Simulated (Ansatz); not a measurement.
This geometry of BH3S + H2 (7 atoms, charge 0, multiplicity 1) is a first-order saddle point.

Level of theory: RKS PBE-D4/def2-SVP in Ansatz.

```xyz
7
Properties=species:S:1:pos:R:3
B -0.171 -0.593 -0.297
S 1.006 1.094 -0.003
H -1.157 -0.289 -0.932
H 0.627 -1.430 -0.664
H 0.214 0.105 0.907
H -0.509 -0.885 0.902
H -0.010 1.999 0.087
```

(1) Which two structures does it join? (They come from a converged band through this point; their orientation in space is the band's.)

(2) How far does it lie above each of them?

## Answers

(1) Bonds broken: H5–H6. Bonds formed: B1–H6, S2–H5. BH3S + H2 becomes BH5S.

Initial state:

```xyz
7
Properties=species:S:1:pos:R:3
B 0.092 -0.276 -1.188
S 0.994 1.060 -0.439
H -1.088 -0.182 -1.443
H 0.741 -1.274 -1.417
H -0.174 -0.457 2.138
H -0.549 -0.845 2.686
H -0.016 1.973 -0.337
```

Final state:

```xyz
7
Properties=species:S:1:pos:R:3
B -0.359 -0.682 -0.398
S 0.741 0.915 0.039
H -0.927 -0.279 -1.408
H 0.530 -1.494 -0.632
H 1.242 0.648 1.284
H -1.070 -0.920 0.566
H -0.156 1.813 0.550
```

(2) 0.66 eV above the first and 0.52 eV above the second. This is the barrier of this one path; another mechanism may lie lower. The orbitals stay closed-shell, which can raise the energy where a bond breaks towards radicals; this wasn't checked here.

Run time: 83 s on 1 thread of Arm Neoverse V1, with other jobs on the host, peak memory 0.099 GiB.
